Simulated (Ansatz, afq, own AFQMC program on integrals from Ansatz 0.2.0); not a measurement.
# AlCCl, triplet in cc-pVDZ, levels against CCSDT(Q)

```xyz
3

Al    0.2757    0.0000    1.6130
C    -0.8990    0.0000    0.0627
Cl    0.0947    0.0000   -1.2488
```

Connectivity, by distances: Al–C–Cl.

Basis cc-pVDZ. Only valence electrons are correlated. Integrals, coupled cluster, full CI and functionals: Ansatz 0.2.0; the random walks run on the same integrals in our own AFQMC program. The CISD trial takes its coefficients from CCSD amplitudes. Released means that phaseless walkers are propagated on without the constraint, phases kept. Error bars are statistical, one sigma.

Determinant: UHF, the one that the program's search chose, which needn't be the lowest solution. The geometry is a point of a scan.

No full CI on the walks' own integrals is used here; CCSDT(Q) serves as the reference and is uncertain by about the last step of the cluster series.

Cautions: lower spins were not checked; unrestricted determinant spin contaminated (⟨S²⟩ 2.10 against 2.00).

```
T1 diagnostic                               : 0.0386
weight of the determinant in the CISD state : 0.812
⟨S²⟩ of the determinant                     : 2.103
size of the correlated space                : 14 electrons in 39 orbitals
```

Reference: CCSDT(Q), correlation energy -8.546 eV. The released energy is read at 1.62 1/Eh, later times being too noisy (meV from the phaseless value at times in 1/Eh: 1 ± 17 at 0.24, -14 ± 20 at 0.51, -53 ± 20 at 0.99, -23 ± 28 at 1.62, -30 ± 34 at 2.40).

| level | E − E(reference) (kcal/mol) | share of correlation (%) |
| --- | --- | --- |
| HF | 197.08 | 0.00 |
| MP2 | 32.54 | 83.49 |
| CCSD | 7.62 | 96.13 |
| CCSD(T) | 1.52 | 99.23 |
| CCSDT | 0.53 | 99.73 |
| ph-AFQMC/HF | -4.38 ± 1.78 | 102.22 |
| ph-AFQMC/CISD | 0.54 ± 0.38 | 99.72 |
| released AFQMC | 0.01 ± 0.66 | 99.99 |

A walk keeps the symmetry of its determinant, which the program's search chose and which needn't be the lowest solution, so a lower state of the same spin and another symmetry isn't excluded. Released energies are given only where the last usable release times agree within the noise; a slower fall can still hide under it.
